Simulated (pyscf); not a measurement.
Single points on ωB97X-D3(BJ)/def2-SVP structures (PySCF, gas phase).

**Question.** For the elementary gas-phase step H₂N–SnH₃ + hydrogen (H₂) -> SnH₄ + ammonia (NH₃) (singlet surface; N–Sn, H–H broken, H–Sn, H–N formed), what barrier and reaction energy does PBE/def2-TZVP give, measured from the separated reactants?

**Answer.** ΔE‡ = 1.26 eV, ΔE = -0.36 eV. ωB97M-D3(BJ)/def2-TZVP gives 1.50 eV and -0.38 eV. Zero-point energy shifts the barrier by +0.09 eV. It is a four-centre exchange, with an imaginary mode of 1511i cm⁻¹. On the product side the descent ends in a complex (not fully relaxed), 0.18 eV under the separated species and 1.97 eV under the saddle at ωB97X-D3(BJ)/def2-TZVP. At the saddle there is also a short H–Sn contact that neither side keeps. One saddle was located; it need not be the lowest between these sides. Elements past Kr carry the def2 core potentials, without spin-orbit coupling.
